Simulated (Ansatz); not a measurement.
Ansatz (an electronic-structure program) input (wB97M-V/def2-TZVPD):

Ansatz 0.2 input:
```yaml
crystal:
  periodic: [false, false, false]
  atoms:
    - {symbol: S, position_ang: [0.00008847, 0.23160742, -0.44340035]}
    - {symbol: O, position_ang: [-0.00913114, 1.47909038, 0.36871709]}
    - {symbol: C, position_ang: [1.35685821, -0.79445686, 0.19502839]}
    - {symbol: C, position_ang: [-1.34932659, -0.80911957, 0.18682947]}
    - {symbol: H, position_ang: [1.25281814, -0.88687215, 1.27606774]}
    - {symbol: H, position_ang: [-2.27826206, -0.29833962, -0.06004470]}
    - {symbol: H, position_ang: [1.34325030, -1.77162955, -0.28833934]}
    - {symbol: H, position_ang: [2.28168311, -0.27363282, -0.04622945]}
    - {symbol: H, position_ang: [-1.32220226, -1.78607156, -0.29641485]}
    - {symbol: H, position_ang: [-1.25084331, -0.90043755, 1.26848240]}
basis:
  gaussian:
    orbitals: def2-TZVPD
hamiltonian:
  xc: {name: wB97M-V}
total_charge: 1
magnetization: {spin_polarized: true, initial_magnetization: 1}
```

Output:

```
Functional definition: wB97M-V
integrals: 0.18 GiB planned
1134 factors; their error is unknown
integrals: 0.21 GiB planned
418 factors; integrals over basis functions are off by at most 2.5e-5 eV
mean field: 2.33 GiB planned
mean field evaluation 1: about -15032.9645 eV, gradient 5.4e1 eV
mean field evaluation 2: about -15025.5104 eV, gradient 7.2e1 eV
mean field evaluation 4: about -15043.9847 eV, gradient 3.8e0 eV
mean field evaluation 8: about -15044.1404 eV, gradient 3.3e-1 eV
mean field evaluation 16: about -15044.1397 eV, gradient 1.6e-3 eV
mean field evaluation 32: about -15044.1397 eV, gradient 1.1e-5 eV
mean field -15044.13974380 eV, -552.8619383005 hartree, gradient 1.1e-5 eV, S^2 0.756788; 1 other end points of the search recorded, 0 dependent functions left out
reference -15044.13980027 eV, -552.8619403758 hartree; 21, 20 occupied and 193, 194 virtual orbitals, 1134 factors
Total energy: -15044.13980027 eV, -552.8619403758 hartree
```

This state (charge 1, doublet) is run at the relaxed geometry of the species with charge 0 and multiplicity 1.
